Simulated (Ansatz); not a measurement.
System: antiferromagnetic (type II) rock-salt MnS. Method: rVV10 (Ansatz, a quantum-chemistry and plane-wave program, PAW).

Run with plane-wave cutoff 520 eV, 10×10×10 k mesh, Fermi–Dirac smearing 0.01 eV, spin-polarised with opposed moments, scalar-relativistic PAW data made under PBE.

Computed at the level's own relaxed cell.

Task: Predict the pressure derivative B′ of the bulk modulus, smallest direct gap on the k points sampled, magnetic moment (largest site, within a sphere), bulk modulus and direct gap at Γ.

Result: 
pressure derivative B′ of the bulk modulus: 3.6
smallest direct gap on the k points sampled: 1.03 eV
magnetic moment (largest site, within a sphere): 4.07 μB
bulk modulus: 77.6 GPa
direct gap at Γ: 2.40 eV

Measured, for comparison: bulk modulus 75 ± 2 GPa (room temperature, no zero-point or thermal correction, our sources range from 72.0 to 88.0; as tabulated in Sweeney, Heinz, compression of alpha-MnS (alabandite), Phys. Chem. Miner. 20 …). Computed (rounded) less measured: bulk modulus not scored (sources differ).

Note: the bulk modulus comes from volumes at which shape and atoms were relaxed.

Moments are spin moments.

Computed values are for the static lattice.
